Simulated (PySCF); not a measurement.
Vibration and rotation of PN⁺

PBE0 constants of PN⁺, ²Σ⁺ (doublet), unpaired electrons σ ↑ (basis P def2-TZVP, N def2-TZVP; no relativity; PySCF 2.14; masses 30.9738 and 14.0031 u):

| Property | Result |
| --- | --- |
| ωe | 1392.3 cm⁻¹ |
| ωexe | 9.83 cm⁻¹ |
| Be | 0.80847 cm⁻¹ |
| αe | 0.00591 cm⁻¹ |
| De to P⁺ + N | 4.75 eV |

Problem. What force constant and bond length do these constants imply?

Solution. Reduced mass μred = 9.6434 u; k = 5.8918×10⁻⁷·μred·ωe² (u, cm⁻¹, mdyn/Å) = 11.0 mdyn/Å; Re = √(16.8576/(μred·Be)) (u, cm⁻¹, Å) = 1.470 Å.

Problem. Estimate the centrifugal constant D from the Kratzer relation and find the Dunham coefficient a1.

Solution. D = 4Be³/ωe² = 1.09e-06 cm⁻¹; a1 = −1 − αeωe/(6Be²) = -3.10.

For an ion De counts to the pair picked by the measured ionisation energies or electron affinities, which need not be the lowest pair at this level. The state was picked by a PBE0 search and need not be the measured ground state.
